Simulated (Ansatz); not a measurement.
Two structures, one formula

Two isomers of SiH$_{2}$OF (charge +1), singlet, relaxed at PBE0-D4/def2-TZVP (vibrations not checked).

A:

```xyz
5
angstrom
O -0.3813 -0.4885 0.1370
Si 0.3910 1.1927 0.5794
F 0.7303 1.4238 -0.9364
H -0.7840 -1.1106 0.7645
H -0.4192 -0.8346 -0.7724
```

B:

```xyz
5
angstrom
O -0.4709 -0.9475 0.3398
Si 0.3410 0.3249 -0.0132
F -0.1812 1.3833 -0.9962
H -1.3329 -1.2836 0.0602
H 1.6440 0.5228 0.6095
```

Program: Ansatz 0.2.0. Basis: def2-TZVPP. Cores are frozen in the correlated methods. B3LYP uses VWN-RPA correlation.

Q: Which structure is lower at CCSD(T), and by how much? (Judge from chemistry; the value comes from the calculation.)

A: Computed: B, by 6.44 kcal/mol (electronic energy, against the other). By their contacts, A is SiH₂OF ([OH2][Si][F]), total charge +1 and B is SiH₂OF ([OH][SiH][F]), total charge +1.

All methods give the same order:

| method | E(B) − E(A) (kcal/mol) |
| --- | --- |
| PBE-D4 | -4.28 |
| r2SCAN-D4 | -10.31 |
| PBE0-D4 | -6.16 |
| B3LYP-D4 | -5.26 |
| wB97M-V | -2.73 |
| HF | -10.60 |
| MP2 | -9.78 |
| CCSD | -6.52 |
| CCSD(T) | -6.44 |

T1 diagnostic: at most 0.015.

Labels in which every atom is bracketed show which atoms are joined, not bond orders.
